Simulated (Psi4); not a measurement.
# PBE0/aug-cc-pVQZ (density fitting, sweep point 3) run of SiH3F (SMILES F[SiH3])

Aim: the vertical ionisation energy of SiH3F at PBE0/aug-cc-pVQZ (density fitting, sweep point 3), from 2 runs. 

The results are computed with Psi4 1.11.

### Step 1. The molecule

SiH3F: 5 atoms, total charge 0, spin state singlet. As SMILES, `F[SiH3]`. The coordinates come from a PBE0-D4/def2-TZVP relaxation.

Bond lengths: F1–Si2 1.600 Å, Si2–H3 1.482 Å, Si2–H4 1.482 Å, Si2–H5 1.482 Å. Angles: F1–Si2–H3 108.3°, F1–Si2–H4 108.3°, F1–Si2–H5 108.3°, H3–Si2–H4 110.6°, H3–Si2–H5 110.6°, H4–Si2–H5 110.6°.

### Step 2. A single-point energy at PBE0/aug-cc-pVQZ (density fitting, sweep point 3)

fh3si.in

```
memory 1.6 GB

molecule {
  0 1
  F     -2.40864492     0.30764741     1.62138501
  Si     0.08182514    -0.03647171    -0.05801459
  H     -0.69504127    -0.36396125    -2.72819761
  H      1.45244350    -2.30149745     0.85340032
  H      1.66390385     2.25519916     0.23319220
  units au
  symmetry c1
}

set {
  basis                aug-cc-pVQZ
  reference            rks
  puream               true
  scf_type             df
  dft_radial_points    99
  dft_spherical_points 590
}

e_tot, wfn = energy('pbe0', return_wfn=True)
```

Started as:

```console
psi4 -i fh3si.in -o fh3si.out -n 1
```

fh3si.out:

```text
[...]
  Running in c1 symmetry.
[...]
  Nuclear repulsion =   63.042807294126760
[...]
  Multiplicity = 1
[...]
  Nalpha       = 13
  Nbeta        = 13
[...]
    Number of basis functions: 302
[...]
   @DF-RKS iter   1:  -390.97128758997815   -4.14628e-01   1.36897e-03 DIIS/ADIIS
[...]
   @DF-RKS iter   6:  -391.02908841222654   -8.33168e-07   5.10653e-07 DIIS
[...]
    Orbital Energies [Eh]
    ---------------------
    Doubly Occupied:
       1A    -66.303989     2A    -24.759967     3A     -5.367903
       4A     -3.704366     5A     -3.701497     6A     -3.701497
       7A     -1.221180     8A     -0.584211     9A     -0.472617
      10A     -0.468311    11A     -0.468309    12A     -0.359850
      13A     -0.359837
[...]
  @DF-RKS Final Energy:  -391.02908841222654
   => Energetics <=
    Nuclear Repulsion Energy =             63.0428072941267601
    One-Electron Energy =                -667.8601510430476083
    Two-Electron Energy =                 238.2201175826184567
    DFT Exchange-Correlation Energy =     -24.4318622459240977
    Empirical Dispersion Energy =           0.0000000000000000
    VV10 Nonlocal Energy =                  0.0000000000000000
    Total Energy =                       -391.0290884122264856
[...]
 Multipole Moments:
 ------------------------------------------------------------------------------------
     Multipole            Electronic (a.u.)      Nuclear  (a.u.)        Total (a.u.)
 ------------------------------------------------------------------------------------
 L = 1.  Multiply by 2.5417464519 to convert [e a0] to [Debye]
 Dipole X            :         -2.8055295            3.2256518            0.4201223
 Dipole Y            :          0.3877991           -0.4457978           -0.0579987
 Dipole Z            :          1.8921050           -2.1753133           -0.2832083
 Magnitude           :                                                    0.5099740
[...]
```

Run time: 31 s. Hardware: 1 thread of Intel Xeon Platinum 8488C (Sapphire Rapids), shared host; peak memory 1.4 GiB.

### Step 3. The doublet cation

calc.inp

```
memory 1600 MB

molecule {
  1 2
  F     -2.40864492     0.30764741     1.62138501
  Si     0.08182514    -0.03647171    -0.05801459
  H     -0.69504127    -0.36396125    -2.72819761
  H      1.45244350    -2.30149745     0.85340032
  H      1.66390385     2.25519916     0.23319220
  units bohr
  symmetry c1
}

set {
  basis aug-cc-pVQZ
  reference uks
  puream true
  scf_type df
  dft_radial_points 99
  dft_spherical_points 590
  maxiter 150
}

energy_value = energy("pbe0")
print_variables()
```

Started as:

```console
psi4 -i calc.inp -o calc.out -n 1
```

calc.out:

```text
[...]
  Running in c1 symmetry.
[...]
  Nuclear repulsion =   63.042807294126760
[...]
  Multiplicity = 2
[...]
  Nalpha       = 13
  Nbeta        = 12
[...]
    Number of basis functions: 302
[...]
   @DF-UKS iter   1:  -390.53227781173121    2.43814e-02   1.10420e-03 ADIIS/DIIS
[...]
   @DF-UKS iter  14:  -390.57132501539644   -5.38560e-07   1.72516e-07 DIIS
[...]
   @S^2 Observed:                7.596474027E-01
[...]
    Orbital Energies [Eh]
    ---------------------
    Alpha Occupied:
       1A    -66.614443     2A    -25.055876     3A     -5.677582
       4A     -4.016177     5A     -4.012183     6A     -4.008641
       7A     -1.505418     8A     -0.889425     9A     -0.777530
      10A     -0.755634    11A     -0.741313    12A     -0.692555
      13A     -0.642567
    Alpha Virtual:
      14A     -0.259920    15A     -0.207141    16A     -0.205269
      17A     -0.184675    18A     -0.118504    19A     -0.113308
      20A     -0.108888    21A     -0.103565    22A     -0.091474
      23A     -0.076878    24A     -0.048474    25A     -0.046888
[...]
  @DF-UKS Final Energy:  -390.57132501539644
   => Energetics <=
    Nuclear Repulsion Energy =             63.0428072941267601
    One-Electron Energy =                -660.1635478091703817
    Two-Electron Energy =                 230.7142652444499049
    DFT Exchange-Correlation Energy =     -24.1648497448027406
    Empirical Dispersion Energy =           0.0000000000000000
    VV10 Nonlocal Energy =                  0.0000000000000000
    Total Energy =                       -390.5713250153964395
[...]
 Multipole Moments:
 ------------------------------------------------------------------------------------
     Multipole            Electronic (a.u.)      Nuclear  (a.u.)        Total (a.u.)
 ------------------------------------------------------------------------------------
 L = 1.  Multiply by 2.5417464519 to convert [e a0] to [Debye]
 Dipole X            :         -2.0558648            3.2256518            1.1697870
 Dipole Y            :          0.2174458           -0.4457978           -0.2283519
 Dipole Z            :          0.9010509           -2.1753133           -1.2742624
 Magnitude           :                                                    1.7447896
[...]
```

It took 1.7 min on 1 thread of Intel Xeon Platinum 8488C (Sapphire Rapids), shared host; peak memory 1.4 GiB.

### Step 4. What came out

At PBE0/aug-cc-pVQZ (density fitting, sweep point 3):

```
                                          quantity          value
                       singlet SiH3F: total energy  -391.02909 Eh
                      singlet SiH3F: dipole moment         1.30 D
                        singlet SiH3F: HOMO energy       -9.79 eV
                        singlet SiH3F: LUMO energy       -0.44 eV
                      singlet SiH3F: HOMO–LUMO gap        9.35 eV
                      doublet cation: total energy  -390.57133 Eh
doublet cation: HOMO energy (highest over α and β)      -16.83 eV
 doublet cation: LUMO energy (lowest over α and β)      -15.07 eV
                              doublet cation: ⟨S²⟩          0.760
vertical ionisation energy (to the doublet cation)      12.456 eV
```

**Reading.** Removing an electron at fixed nuclei costs 12.46 eV (287 kcal/mol). The negative HOMO energy of the first species, 9.79 eV, lies 2.66 eV below that difference.
